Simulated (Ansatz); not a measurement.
# SiNH₄ (quartet): from Hartree-Fock to the top rungs at distance Si1–H5 along a hydrogen transfer = 1.684 Å, cc-pVDZ

How much of the correlation energy of SiNH₄ (quartet) does each wave-function method recover here?

Program: Ansatz 0.2.0, Gaussian basis. Level of theory: cc-pVDZ, core rule «outside noble gas», up to 6 orbitals frozen. These are calculated values, not measurements.

To be run: UHF; CCSD(T) on ROHF; CCSD(T) on UHF; BCCD(T) on ROHF; CISD; CCSDT(Q) on ROHF; CCSDT(Q) on UHF; CASSCF and MRCISD+Q, 5 electrons in 5 orbitals; CASSCF and NEVPT2, 5 electrons in 5 orbitals.

9 further runs of the same task are left out: 1 for a mislabelled method, 8 that didn't finish.

### Step 1. The geometry

The geometry derives from fragments relaxed apart (PBE0/def2-TZVP) and kept rigid, so it is no stationary point. A hydrogen atom is moved between rigid fragments.

6 atoms, charge 0, spin multiplicity 4.

Atoms are counted from 1 here; the program's logs count them from 0.

Bond lengths: Si1–H2 1.485 Å, Si1–H3 1.485 Å, Si1–H4 1.485 Å, Si1–H5 1.684 Å, H5–N6 1.189 Å. Angles: H2–Si1–H3 109.5°, H2–Si1–H4 109.5°, H2–Si1–H5 109.5°, H3–Si1–H4 109.5°, H3–Si1–H5 109.5°, H4–Si1–H5 109.5°, Si1–H5–N6 180.0°.

### Step 2. UHF

Input file in.yaml:

```yaml
crystal:
  periodic: [false, false, false]
  atoms:
    - {symbol: Si, position_ang: [-0.876816, 0.000000, 0.000000]}
    - {symbol: H, position_ang: [-1.371688, 1.399708, 0.000000]}
    - {symbol: H, position_ang: [-1.371687, -0.699854, 1.212183]}
    - {symbol: H, position_ang: [-1.371688, -0.699854, -1.212183]}
    - {symbol: H, position_ang: [0.807184, 0.000000, 0.000000]}
    - {symbol: N, position_ang: [1.996184, 0.000000, 0.000000]}
basis:
  gaussian: {orbitals: cc-pVDZ}
magnetization: {spin_polarized: true, initial_magnetization: 3}
hamiltonian: {xc: hf}
output: {orbitals: {seedname: orbitals}}
```

Command:

```
ansatz run in.yaml --threads 1 --pin off --events-out ev --progress --plain --max-ram 2393MiB
```

The runs that follow: CCSD(T) on ROHF; CCSD(T) on UHF; BCCD(T) on ROHF; CISD; CCSDT(Q) on ROHF; CCSDT(Q) on UHF; CASSCF and MRCISD+Q, 5 electrons in 5 orbitals; CASSCF and NEVPT2, 5 electrons in 5 orbitals.

Q: Predict the results of all the runs planned. Wanted: UCCSDT(Q) below the RHF energy; RMP2 from UCCSDT(Q); UMP2 from UCCSDT(Q); RCCSD from UCCSDT(Q); RCCSD(T) from UCCSDT(Q); UCCSD(T) from UCCSDT(Q); RCCSDT(Q) from UCCSDT(Q); T1 diagnostic.

The runs gave:

| quantity | value |
| --- | --- |
| UCCSDT(Q) below the RHF energy | -7.4880 eV |
| RMP2 from UCCSDT(Q) | +1418.6 meV |
| UMP2 from UCCSDT(Q) | +1472.8 meV |
| RCCSD from UCCSDT(Q) | +182.1 meV |
| RCCSD(T) from UCCSDT(Q) | +37.5 meV |
| UCCSD(T) from UCCSDT(Q) | +36.4 meV |
| RCCSDT(Q) from UCCSDT(Q) | +1.8 meV |
| levels within 1 kcal/mol (43 meV) | RCCSD(T), UCCSD(T), BCCD(T), RCCSDT, UCCSDT, RCCSDT(Q) |
| T1 diagnostic | 0.023 |

RCCSD(T) lands +37.5 meV from the yardstick (0.5 % of the correlation energy). These misses are within one basis, not against nature; the frozen cores of restricted and unrestricted runs differ, which can shift their rows.
